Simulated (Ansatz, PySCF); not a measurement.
System (SMILES): C1CN1.
Geometry (B3LYP-D3(BJ)/def2-TZVP, fixed):
```
C
H 1 1.0830
H 1 1.0841 2 114.71
N 1 1.4686 2 114.80 3 -142.73
H 4 1.0144 1 110.39 2 146.03
C 4 1.4686 5 110.39 1 -65.01
H 6 1.0830 4 114.80 5 -146.03
H 6 1.0841 7 114.71 4 -142.73
```

Near-linear dependence at HF/aug-pcseg-2 with PySCF (spherical functions, density fitting): canonical orthogonalisation drops combinations whose overlap eigenvalue lies under the threshold. The set has 253 functions.

| threshold | orbitals kept | energy minus last row (mEh) |
|---|---|---|
| 1e-3 | ___ | ___ |
| 1e-4 | ___ | ___ |
| 1e-5 | ___ | ___ |
| 1e-6 | 253 | 0.000 |
| 1e-7 | 253 | 0.000 |
| 1e-9 | 253 | 0.000 |

**Question.** Fill in the missing entries.

**Answer.** 
- 1e-3, orbitals kept: 224
- 1e-3, energy minus last row (mEh): 0.458
- 1e-4, orbitals kept: 242
- 1e-4, energy minus last row (mEh): 0.154
- 1e-5, orbitals kept: 250
- 1e-5, energy minus last row (mEh): 0.046

The smallest overlap eigenvalue is 2.2e-06. Ansatz (an electronic-structure program) at its default drops 0 functions.
